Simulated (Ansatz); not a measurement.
Zinc-blende HgSe, treated with PBE0 (PAW; Ansatz, a first-principles code).

Run with plane-wave cutoff 460 eV, 8×8×8 k mesh, Fermi–Dirac smearing 0.01 eV, scalar-relativistic PAW data made under PBE.

Energies at three volumes about the minimum:

```tsv
V (Å³/atom)	E − E_lowest (meV/atom)
28.583	3.94
29.316	0.00
30.034	1.96
```

**Question.** Fit a parabola by hand: where is the minimum, what lattice constant follows, and what is the bulk modulus?

**Answer.** Slopes: (0.00 − 3.94)/(29.316 − 28.583) = -5.375 and (1.96 − 0.00)/(30.034 − 29.316) = 2.730 meV/Å³. Curvature E″ = 2 × (2.730 − (-5.375))/(30.034 − 28.583) = 11.172 meV/Å⁶. From the middle of the first interval, the slope vanishes at V0 = 28.9495 − (-5.375)/11.172 = 29.431 Å³/atom. B = V0 E″ = 29.431 × 11.172 meV/Å³ × 0.1602 GPa per meV/Å³ = 52.7 GPa. With 8 atoms in the cube, a = (8 × 29.431)^(1/3) = 6.175 Å. The full Birch–Murnaghan fit to all volumes gives V0 = 29.414 Å³/atom and B0 = 51.2 GPa.

Measured, for comparison: bulk modulus 50 GPa (temperature not stated, no zero-point or thermal correction, sources range from 48.5 to 51.6; as tabulated in Toher et al. (2017), arXiv:1611.05714); lattice constant a 6.085 Å (293 K, no zero-point or thermal correction; as tabulated in Cardona et al. (2009), arXiv:0908.2634). Computed less measured: bulk modulus +2.4 % (inside the range of the sources held). A static lattice is as a rule a little smaller and stiffer than an uncorrected measurement, which can account for part of this in the bulk modulus.
